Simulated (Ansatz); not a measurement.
Mg(SiH3)2 (MgSi₂H₆). Charge 0, multiplicity 1. Geometry r2SCAN-D4/def2-TZVP; atoms count from 1.

Cartesian coordinates in Å:
```
Mg 0.009 -0.022 -0.016
Si 1.562 -0.746 1.922
H 0.828 -1.403 3.046
H 2.294 0.401 2.542
H 2.620 -1.720 1.513
Si -1.559 0.740 -1.926
H -2.225 -0.393 -2.640
H -0.857 1.524 -2.988
H -2.671 1.621 -1.452
```

Question: Estimate the Mulliken populations from the PBE0/def2-TZVP orbitals of Ansatz.

Answer: 
| atom | charge (e) |
| --- | --- |
| Mg1 | 0.52 |
| Si2 | -0.20 |
| H3 | -0.02 |
| H4 | -0.02 |
| H5 | -0.02 |
| Si6 | -0.20 |
| H7 | -0.02 |
| H8 | -0.02 |
| H9 | -0.02 |
Mulliken values depend strongly on the basis.

Question: And the Mayer bond orders between heavy atoms (over 0.3)?

Answer: Mg1–Si2 0.81 (2.59 Å); Mg1–Si6 0.81 (2.59 Å).
